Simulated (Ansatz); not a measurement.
We consider zinc-blende AlP, described by G0W0@HSE06 (hard PAW, contour deformation; Ansatz, a program for electronic structure).

The same calculation (at the measured cell, 20.380 Å³/atom) with different numerical settings; throughout: k mesh 2×2×2:

```
run  response cutoff (eV)  empty bands  quasiparticle gap on the mesh (eV)  quasiparticle gap at Γ (eV)
---  --------------------  -----------  ----------------------------------  ---------------------------
1                     100          170                               2.238                        4.536
2                     150          312                               2.331                        4.570
3                     200          481                               2.367                        4.584
4                     250          672                               2.386                        4.592
5                     300          884                               2.397                        4.597
6                     400         1360                               2.409                        4.603
7                     500         1901                               2.416                        4.606
```

In the column quasiparticle gap on the mesh (eV) the first row differs from the last by -0.178 and the next to last by -0.007.

The last row is no converged limit: other settings stay fixed.

Note: GW on a hybrid start was not checked against another program.
